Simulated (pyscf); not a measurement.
PySCF, gas phase, ωB97X-D3(BJ)/def2-SVP geometries. Correlated levels are frozen-core, on RHF or UHF. ΔMP2 is the change of the MP2 total energy from the triple- to the quadruple-zeta basis.

Problem. What is the homolytic dissociation enthalpy (298 K, CCSD(T)/def2-TZVPP + ΔMP2(QZVPP)) of the O–Si bond of H₃Si–O–InH₂ (SMILES [SiH3][O][InH2]), to SiH₃• + •O–InH₂?

Solution. O–Si to SiH₃• + •O–InH₂: 126.3 kcal/mol. The radicals are drawn with the spin at the cut bond; how far it spreads was not checked. •O–InH₂ lies 45.5 kcal/mol over its isomer [HO–InH]•, and others may lie lower still (electronic energy, ωB97M-D3(BJ)). The CCSD(T) − MP2 part came from Ansatz, without density fitting, on the same reference. The frozen core leaves the outer d or s,p core shells of the metals and heavy elements correlated in the MP2 and CC values, and def2-TZVPP describes them poorly, which can shift differences by a few kcal/mol. Elements past Kr carry the def2 core potentials, without spin-orbit coupling.
